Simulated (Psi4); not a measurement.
# One shape, several levels: doublet [C4H8O2]+

Wanted: a comparison of 4 runs (UHF/3-21G, UB3LYP/6-31G*, UHSE06/6-31G*) of doublet [C4H8O2]+. 

The calculation is run with Psi4 1.11.

6 further runs of the same task are left out: 5 that didn't finish, 1 set aside as unsound or not needed.

### 1 The structure to begin with

[C4H8O2]+ has 14 atoms, charge +1, and is taken as a doublet. SMILES of the parent species: `C1COCOC1`. The shape is that of a PBE0-D4/def2-TZVP optimisation. This is one conformer, not always the lowest. That shape belongs to the parent species and isn't relaxed for this state.

Bond lengths: C1–C2 1.518 Å, C2–O3 1.414 Å, O3–C4 1.394 Å, C4–O5 1.394 Å, C1–C6 1.518 Å, O5–C6 1.414 Å, C1–H7 1.093 Å, C1–H8 1.094 Å, C2–H9 1.091 Å, C2–H10 1.102 Å, C4–H11 1.107 Å, C4–H12 1.089 Å, C6–H13 1.091 Å, C6–H14 1.102 Å. Some angles: C1–C2–O3 110.4°, C2–C1–C6 108.6°, C2–O3–C4 110.8°, O3–C4–O5 113.0°, C4–O5–C6 110.8°, C1–C6–O5 110.4°, C1–C2–H9 112.1°, C1–C2–H10 110.0°, O3–C2–H9 106.8°, O3–C2–H10 109.4°.

### 2 Energy and forces at UHF/3-21G (run 1)

Input file calc.py:

```python
import psi4

psi4.set_memory('2200 MB')
psi4.set_num_threads(1)
psi4.set_output_file('run.log', False)

molecule = psi4.geometry("""
1 2
C     -1.114250     0.282820    -0.376250
C      0.009610     1.280180    -0.161890
O      1.240390     0.735410    -0.595240
C      1.507660    -0.466310     0.059040
O      0.549240    -1.447800    -0.189510
C     -0.723160    -1.034520     0.268270
H     -1.267540     0.132130    -1.448230
H     -2.047630     0.658190     0.053600
H     -0.144240     2.199400    -0.728650
H      0.081120     1.544040     0.905890
H      1.572920    -0.284480     1.148700
H      2.458190    -0.837990    -0.321750
H     -1.421490    -1.835220     0.021130
H     -0.700790    -0.925880     1.364900
units angstrom
symmetry c1
no_reorient
no_com
""")

psi4.set_options({
    'basis': '3-21G',
    'reference': 'uhf',
    'puream': True,
    'e_convergence': 1e-09,
    'd_convergence': 1e-08,
    'scf_type': 'pk',
    'maxiter': 100,
})

energy_value, wavefunction = psi4.gradient("scf", return_wfn=True)
psi4.oeprop(wavefunction, "WIBERG_LOWDIN_INDICES", "LOWDIN_CHARGES", "QUADRUPOLE")
print('gradient / Eh bohr^-1')
print(energy_value.np.round(6))
print(f'energy = {wavefunction.energy():.10f} Eh')
for k, v in sorted(psi4.core.scalar_variables().items()):
    print(f'{k:45s} {v:18.10f}')
```

Run with:

```bash
$ python calc.py
```

run.log:

```text
[...]
  Running in c1 symmetry.
[...]
  Nuclear repulsion =  266.505431584842597
[...]
  Multiplicity = 2
[...]
  Nalpha       = 24
  Nbeta        = 23
[...]
    Number of basis functions: 70
[...]
   @UHF iter   1:  -303.66171237454478   -2.48078e-01   5.11014e-03 ADIIS/DIIS
[...]
   @UHF iter  23:  -303.76600857047691   -1.98952e-12   7.84101e-09 DIIS
[...]
   @S^2 Observed:                7.867863550E-01
[...]
    Orbital Energies [Eh]
    ---------------------
    Alpha Occupied:
       1A    -20.801354     2A    -20.801104     3A    -11.533928
       4A    -11.449913     5A    -11.449744     6A    -11.382545
       7A     -1.753561     8A     -1.676545     9A     -1.309283
      10A     -1.180248    11A     -1.163005    12A     -1.058653
      13A     -0.968828    14A     -0.957045    15A     -0.917150
      16A     -0.886284    17A     -0.883178    18A     -0.838899
      19A     -0.808204    20A     -0.765095    21A     -0.749140
      22A     -0.728200    23A     -0.688350    24A     -0.678263
    Alpha Virtual:
      25A      0.049384    26A      0.079702    27A      0.084880
[...]
  @UHF Final Energy:  -303.76600857047691
   => Energetics <=
    Nuclear Repulsion Energy =            266.5054315848425972
    One-Electron Energy =                -931.0487406806171293
    Two-Electron Energy =                 360.7773005252975622
    Total Energy =                       -303.7660085704769131
  UHF NO Occupations:
  HONO-2 :   22  A 1.9971250
  HONO-1 :   23  A 1.9864507
[...]
  -Total Gradient:
     Atom            X                  Y                   Z
    ------   -----------------  -----------------  -----------------
       1        0.007757967098     0.000260297254     0.014604878776
       2        0.042655183010    -0.055187654932    -0.002906189852
       3       -0.017858572740     0.000498628458    -0.022286154934
       4       -0.069897431517     0.031079624154     0.048211881376
       5       -0.017292476751     0.002291174508    -0.022616685005
       6        0.065617676661     0.017327472146    -0.016383136365
       7       -0.000112592619    -0.001437903670    -0.007927000255
       8       -0.009288611222     0.003222553596     0.001515341021
       9       -0.002889223571     0.007191215496    -0.005541750417
      10       -0.003870736901     0.001128421787     0.011672563548
      11        0.006404904495    -0.001644752079     0.002058835932
      12        0.008346509046    -0.004163351452    -0.008185615124
[...]
 Multipole Moments:
 ------------------------------------------------------------------------------------
     Multipole            Electronic (a.u.)      Nuclear  (a.u.)        Total (a.u.)
 ------------------------------------------------------------------------------------
 L = 1.  Multiply by 2.5417464519 to convert [e a0] to [Debye]
 Dipole X            :        -20.4724477           20.6485460            0.1760984
 Dipole Y            :          8.9101877           -8.8361893            0.0739984
 Dipole Z            :         13.0710288          -12.3727739            0.6982549
 Magnitude           :                                                    0.7239104
 L = 2.  Multiply by 1.3450342976 to convert [e a0^2] to [Debye ang]
 Quadrupole XX       :       -217.9380327          199.2763808          -18.6616519
 Quadrupole XY       :          4.4699716           -5.5973638           -1.1273923
[...]
```

On the terminal:

```text
gradient / Eh bohr^-1
[[ 0.007758  0.00026   0.014605]
 [ 0.042655 -0.055188 -0.002906]
 [-0.017859  0.000499 -0.022286]
 [-0.069897  0.03108   0.048212]
 [-0.017292  0.002291 -0.022617]
 [ 0.065618  0.017327 -0.016383]
 [-0.000113 -0.001438 -0.007927]
 [-0.009289  0.003223  0.001515]
 [-0.002889  0.007191 -0.005542]
 [-0.003871  0.001128  0.011673]
 [ 0.006405 -0.001645  0.002059]
 [ 0.008347 -0.004163 -0.008186]
 [-0.006967 -0.005689 -0.00315 ]
 [-0.002606  0.005123  0.010933]]
energy = -303.7660085705 Eh
CURRENT ENERGY                                   -303.7660085705
CURRENT REFERENCE ENERGY                         -303.7660085705
DD SOLVATION ENERGY                                 0.0000000000
HF KINETIC ENERGY                                 303.1398828233
HF POTENTIAL ENERGY                              -606.9058913938
HF TOTAL ENERGY                                  -303.7660085705
HF VIRIAL RATIO                                     2.0020654681
NUCLEAR REPULSION ENERGY                          266.5054315848
ONE-ELECTRON ENERGY                              -931.0487406806
PCM POLARIZATION ENERGY                             0.0000000000
PE ENERGY                                           0.0000000000
SCF ITERATION ENERGY                             -303.7660085705
SCF ITERATIONS                                     23.0000000000
SCF TOTAL ENERGY                                 -303.7660085705
TWO-ELECTRON ENERGY                               360.7773005253
```

It took 11 s on 1 thread of Intel Xeon Platinum 8259CL at 2.50GHz (Skylake/Cascade Lake), shared host; peak memory 0.23 GiB.

### 3 Energy and forces at UB3LYP/6-31G(d) (spherical functions) (run 2)

Input file job.py:

```python
import psi4

psi4.set_memory('2200 MB')
psi4.set_num_threads(1)
psi4.core.set_output_file('c4h8o2.out', False)

m = psi4.geometry("""
1 2
C
C 1 1.517807
O 2 1.413996 1 110.36877
C 3 1.394147 2 110.80156 1 -56.64974
O 4 1.394155 3 113.04005 2 61.42221
C 5 1.413989 4 110.80164 3 -61.42207
H 1 1.093319 2 109.44226 3 -66.8595
H 1 1.094016 7 108.23483 6 -120.52776
H 2 1.090803 3 106.75007 4 -178.68975
H 2 1.10222 9 108.10518 3 117.63845
H 4 1.106653 3 109.3766 2 -60.70052
H 4 1.089337 11 110.41384 5 -117.8518
H 6 1.090809 5 106.74979 4 178.68918
H 6 1.102225 13 108.10498 5 -117.63814
units angstrom
symmetry c1
""")

psi4.set_options({
    'basis': '6-31G*',
    'reference': 'uks',
    'puream': True,
    'e_convergence': 1e-09,
    'd_convergence': 1e-08,
    'scf_type': 'pk',
    'dft_radial_points': 99,
    'dft_spherical_points': 590,
    'maxiter': 100,
})

result, w = psi4.gradient("b3lyp", molecule=m, return_wfn=True)
psi4.oeprop(w, "WIBERG_LOWDIN_INDICES", "MULLIKEN_CHARGES", "QUADRUPOLE", title="B3LYP")
print('gradient / Eh bohr^-1')
print(result.np.round(6))
print(f'energy = {w.energy():.10f} Eh')
for k, v in sorted(psi4.core.scalar_variables().items()):
    print(f'{k:45s} {v:18.10f}')
```

Run with:

```bash
$ python job.py
```

c4h8o2.out:

```text
[...]
  Running in c1 symmetry.
[...]
  Nuclear repulsion =  266.505468000602320
[...]
  Multiplicity = 2
[...]
  Nalpha       = 24
  Nbeta        = 23
[...]
    Number of basis functions: 100
[...]
   @UKS iter   1:  -307.13570122356037    1.03522e-01   5.70438e-03 DIIS/ADIIS
[...]
   @UKS iter  20:  -307.30317099423974   -6.82121e-12   7.17629e-09 DIIS
[...]
   @S^2 Observed:                7.545821730E-01
[...]
  @UKS Final Energy:  -307.30317099423974
   => Energetics <=
    Nuclear Repulsion Energy =            266.5054680006023204
    One-Electron Energy =                -934.7907290430423473
    Two-Electron Energy =                 394.6453096000539063
    DFT Exchange-Correlation Energy =     -33.6632195518536861
    Empirical Dispersion Energy =           0.0000000000000000
    VV10 Nonlocal Energy =                  0.0000000000000000
    Total Energy =                       -307.3031709942397356
[...]
  -Total Gradient:
     Atom            X                  Y                   Z
    ------   -----------------  -----------------  -----------------
       1        0.000677347462    -0.003342893399     0.001070347211
       2       -0.023485553093    -0.016099554273     0.000921099599
       3        0.020181103396    -0.015466565296    -0.017275820337
       4       -0.025459408218     0.041443508578    -0.003562548655
       5        0.029599322369    -0.008259012308    -0.000764662299
       6       -0.008810001278    -0.004875024640     0.026656565600
       7       -0.001324963514     0.001062243683     0.000292395068
       8        0.001609189158    -0.000181452873    -0.000837780108
       9        0.000046905301    -0.000585177452    -0.003930501102
      10       -0.001150418174     0.000687505503    -0.004277993477
      11        0.000955898320    -0.000374814271    -0.000381975609
      12        0.001648236905     0.000818094389    -0.001296541325
[...]
 Multipole Moments:
 ------------------------------------------------------------------------------------
     Multipole            Electronic (a.u.)      Nuclear  (a.u.)        Total (a.u.)
 ------------------------------------------------------------------------------------
 L = 1.  Multiply by 2.5417464519 to convert [e a0] to [Debye]
 Dipole X            :          0.3040087           -0.8774721           -0.5734634
 Dipole Y            :         -3.2148772            3.9567917            0.7419145
 Dipole Z            :          1.2292903           -1.2259919            0.0032984
 Magnitude           :                                                    0.9377144
 L = 2.  Multiply by 1.3450342976 to convert [e a0^2] to [Debye ang]
 Quadrupole XX       :        -99.5360750           78.0878660          -21.4482090
 Quadrupole XY       :        -59.5815820           61.2531333            1.6715513
[...]
  Mulliken Charges: (a.u.)
   Center  Symbol    Alpha    Beta     Spin     Total
       1     C     3.18298  3.15191  0.03107 -0.33489
       2     C     3.05683  3.05997 -0.00314 -0.11679
       3     O     4.31513  3.96648  0.34865 -0.28160
       4     C     2.92388  2.95941 -0.03552  0.11671
       5     O     4.31514  3.96645  0.34869 -0.28159
       6     C     3.05683  3.05997 -0.00314 -0.11680
       7     H     0.38883  0.36490  0.02393  0.24626
       8     H     0.38371  0.37875  0.00497  0.23754
       9     H     0.37625  0.36865  0.00760  0.25510
      10     H     0.41536  0.34669  0.06867  0.23794
      11     H     0.42504  0.29759  0.12745  0.27738
[...]
```

On the terminal:

```text
gradient / Eh bohr^-1
[[ 6.7700e-04 -3.3430e-03  1.0700e-03]
 [-2.3486e-02 -1.6100e-02  9.2100e-04]
 [ 2.0181e-02 -1.5467e-02 -1.7276e-02]
 [-2.5459e-02  4.1444e-02 -3.5630e-03]
 [ 2.9599e-02 -8.2590e-03 -7.6500e-04]
 [-8.8100e-03 -4.8750e-03  2.6657e-02]
 [-1.3250e-03  1.0620e-03  2.9200e-04]
 [ 1.6090e-03 -1.8100e-04 -8.3800e-04]
 [ 4.7000e-05 -5.8500e-04 -3.9310e-03]
 [-1.1500e-03  6.8800e-04 -4.2780e-03]
 [ 9.5600e-04 -3.7500e-04 -3.8200e-04]
 [ 1.6480e-03  8.1800e-04 -1.2970e-03]
 [ 3.1780e-03  1.8080e-03  1.5540e-03]
 [ 2.3350e-03  3.3560e-03  1.8370e-03]]
energy = -307.3031709942 Eh
CURRENT ENERGY                                   -307.3031709942
CURRENT REFERENCE ENERGY                         -307.3031709942
DD SOLVATION ENERGY                                 0.0000000000
DFT FUNCTIONAL TOTAL ENERGY                      -307.3031709942
DFT TOTAL ENERGY                                 -307.3031709942
DFT VV10 ENERGY                                     0.0000000000
DFT XC ENERGY                                     -33.6632195519
GRID ELECTRONS ALPHA                               23.9999995309
GRID ELECTRONS BETA                                22.9999996598
GRID ELECTRONS TOTAL                               46.9999991907
NUCLEAR REPULSION ENERGY                          266.5054680006
ONE-ELECTRON ENERGY                              -934.7907290430
PCM POLARIZATION ENERGY                             0.0000000000
PE ENERGY                                           0.0000000000
SCF ITERATION ENERGY                             -307.3031709942
SCF ITERATIONS                                     20.0000000000
SCF TOTAL ENERGY                                 -307.3031709942
TWO-ELECTRON ENERGY                               394.6453096001
XC GRID RADIAL POINTS                              99.0000000000
XC GRID SPHERICAL POINTS                          590.0000000000
XC GRID TOTAL POINTS                           753974.0000000000
```

Wall time 3.9 min (1 thread of Intel Xeon Platinum 8259CL at 2.50GHz (Skylake/Cascade Lake), shared host); peak memory 1.1 GiB.

Run 3 isn't shown in full; the table further down has it.

### 4 Energy and gradient at UB3LYP/6-31G(d) (Cartesian functions) (run 4)

Input file c4h8o2.dat:

```
memory 2200 mb

molecule {
  1 2
  C
  C 1 1.517807
  O 2 1.413996 1 110.36877
  C 3 1.394147 2 110.80156 1 -56.64974
  O 4 1.394155 3 113.04005 2 61.42221
  C 5 1.413989 4 110.80164 3 -61.42207
  H 1 1.093319 2 109.44226 3 -66.8595
  H 1 1.094016 7 108.23483 6 -120.52776
  H 2 1.090803 3 106.75007 4 -178.68975
  H 2 1.10222 9 108.10518 3 117.63845
  H 4 1.106653 3 109.3766 2 -60.70052
  H 4 1.089337 11 110.41384 5 -117.8518
  H 6 1.090809 5 106.74979 4 178.68918
  H 6 1.102225 13 108.10498 5 -117.63814
  symmetry c1
  no_reorient
  no_com
}

set {
  basis                6-31G*
  reference            uks
  puream               false
  e_convergence        1e-09
  d_convergence        1e-08
  scf_type             pk
  dft_radial_points    99
  dft_spherical_points 590
  maxiter              100
}

energy_value, wavefunction = gradient('b3lyp', return_wfn=True)
oeprop(wavefunction, 'QUADRUPOLE', 'LOWDIN_CHARGES', 'MAYER_INDICES')
```

Run with:

```bash
$ psi4 -n 1 c4h8o2.dat c4h8o2.out
```

c4h8o2.out:

```text
[...]
  Running in c1 symmetry.
[...]
  Nuclear repulsion =  266.505468000602264
[...]
  Multiplicity = 2
[...]
  Nalpha       = 24
  Nbeta        = 23
[...]
    Number of basis functions: 106
[...]
   @UKS iter   1:  -307.13943056798234    1.01469e-01   5.49786e-03 DIIS/ADIIS
[...]
   @UKS iter  22:  -307.30790616951890   -1.70530e-12   6.25253e-09 DIIS
[...]
   @S^2 Observed:                7.545951895E-01
[...]
    Orbital Energies [Eh]
    ---------------------
    Alpha Occupied:
       1A    -19.450458     2A    -19.450451     3A    -10.522186
       4A    -10.458311     5A    -10.458307     6A    -10.400998
       7A     -1.358476     8A     -1.291288     9A     -1.027198
      10A     -0.922317    11A     -0.915379    12A     -0.824480
      13A     -0.756456    14A     -0.752604    15A     -0.722130
      16A     -0.687235    17A     -0.684652    18A     -0.641100
      19A     -0.638505    20A     -0.584426    21A     -0.574582
      22A     -0.570056    23A     -0.538777    24A     -0.523152
    Alpha Virtual:
      25A     -0.112687    26A     -0.100862    27A     -0.087922
[...]
  @UKS Final Energy:  -307.30790616951890
   => Energetics <=
    Nuclear Repulsion Energy =            266.5054680006022636
    One-Electron Energy =                -934.7451316418350871
    Two-Electron Energy =                 394.5576430742531215
    DFT Exchange-Correlation Energy =     -33.6258856025391708
    Empirical Dispersion Energy =           0.0000000000000000
    VV10 Nonlocal Energy =                  0.0000000000000000
    Total Energy =                       -307.3079061695189012
[...]
  -Total Gradient:
     Atom            X                  Y                   Z
    ------   -----------------  -----------------  -----------------
       1        0.000761747569    -0.003336726747     0.001020201426
       2       -0.023436068669    -0.016259263385     0.001151959051
       3        0.019932785454    -0.015333111037    -0.017447727575
       4       -0.025230223205     0.041398667309    -0.003673355076
       5        0.029543152172    -0.007978567826    -0.000599848757
       6       -0.008903338534    -0.005144050805     0.026636897228
       7       -0.001296240988     0.001043970575     0.000283884257
       8        0.001609177571    -0.000150725071    -0.000851265566
       9        0.000038990907    -0.000573916329    -0.003941610950
      10       -0.001161412344     0.000683043681    -0.004273920614
      11        0.001011563803    -0.000391795229    -0.000406382921
      12        0.001625146308     0.000853872153    -0.001299029352
[...]
 Multipole Moments:
 ------------------------------------------------------------------------------------
     Multipole            Electronic (a.u.)      Nuclear  (a.u.)        Total (a.u.)
 ------------------------------------------------------------------------------------
 L = 1.  Multiply by 2.5417464519 to convert [e a0] to [Debye]
 Dipole X            :          0.3022708           -0.8774721           -0.5752013
 Dipole Y            :         -3.2115770            3.9567917            0.7452146
 Dipole Z            :          1.2288492           -1.2259919            0.0028573
 Magnitude           :                                                    0.9413870
 L = 2.  Multiply by 1.3450342976 to convert [e a0^2] to [Debye ang]
 Quadrupole XX       :        -99.5403715           78.0878660          -21.4525055
 Quadrupole XY       :        -59.5728615           61.2531333            1.6802718
[...]
```

Run time: 4.7 min. Hardware: 1 thread of Intel Xeon Platinum 8259CL at 2.50GHz (Skylake/Cascade Lake), shared host; peak memory 1 GiB.

### 5 Overview of the runs

```csv
run,level,integration grid,Cartesian functions,energy (Eh),HOMO energy (eV),LUMO energy (eV),⟨S²⟩,wall time
1,UHF/3-21G,–,no,-303.766009,-15.92,-8.60,0.787,11 s
2,UB3LYP/6-31G* (spherical functions),99 radial × 590 angular,no,-307.303171,-13.49,-12.18,0.755,3.9 min
3,UHSE06/6-31G* (spherical functions),99 radial × 590 angular,no,-306.982383,-13.31,-12.38,0.755,6.2 min
4,UB3LYP/6-31G* (Cartesian functions),99 radial × 590 angular,yes,-307.307906,-13.49,-12.18,0.755,4.7 min
```

### 6 Summary of results

```
                                 quantity          value
                      run 4: total energy  -307.30791 Eh
run 4: HOMO energy (highest over α and β)      -13.49 eV
 run 4: LUMO energy (lowest over α and β)      -12.18 eV
                              run 4: ⟨S²⟩          0.755
          run 4: largest force on an atom     2.500 eV/Å
```

In words: Totals of different functionals can't be ranked against each other. All runs together took 15 min, the longest 6.2 min.
